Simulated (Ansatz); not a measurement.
## Worked example: correlation energy of Al–CH–Cl, quartet

Geometry: that of the Al–CH–Cl, doublet, kept fixed. The doublet lies 2.3 eV lower here.

```xyz
4

Al    0.0000   -0.1939    1.6855
C     0.0000    0.9065    0.0376
Cl    0.0000   -0.2144   -1.2860
H     0.0000    1.9302   -0.3334
```

Basis cc-pVDZ; Ansatz 0.2.0. Correlated methods freeze the noble-gas cores, which leaves 15 electrons in 44 orbitals. R marks a restricted (for open shells ROHF) determinant, U an unrestricted one.

Full CI isn't at hand for all of this; UCCSDT(Q) serves as the reference, and is uncertain by about the last step of the cluster series.

Runs differ by some tens of microhartree through their thresholds and, for an open shell, their frozen cores, so steps under 0.03 kcal/mol mean nothing.

| level | total energy (hartree) |
| --- | --- |
| UHF | -739.749743 |
| UMP2 | -740.023644 |
| UCCSD | -740.055877 |
| UCCSD(T) | -740.065541 |
| UCCSDT | -740.066803 |
| UCCSDT(Q) | -740.067667 |

What is the correlation energy at UCCSDT(Q), and what share of it do UMP2 and UCCSDT recover?

E(corr) = -740.067667 − (-739.749743) = -0.317924 hartree = -8.651 eV. UMP2: -0.273901 / -0.317924 = 86.15 %. UCCSDT: -0.317060 / -0.317924 = 99.73 %.

By how many kcal/mol does UCCSD(T) miss UCCSDT(Q) (1 hartree = 627.509 kcal/mol), and which steps make up the rest?

-740.065541 − (-740.067667) = 0.002126 hartree = 1.33 kcal/mol. Steps: UCCSDT − UCCSD(T) = -0.79, UCCSDT(Q) − UCCSDT = -0.54 kcal/mol. Differences between like states or geometries often cancel part of this.
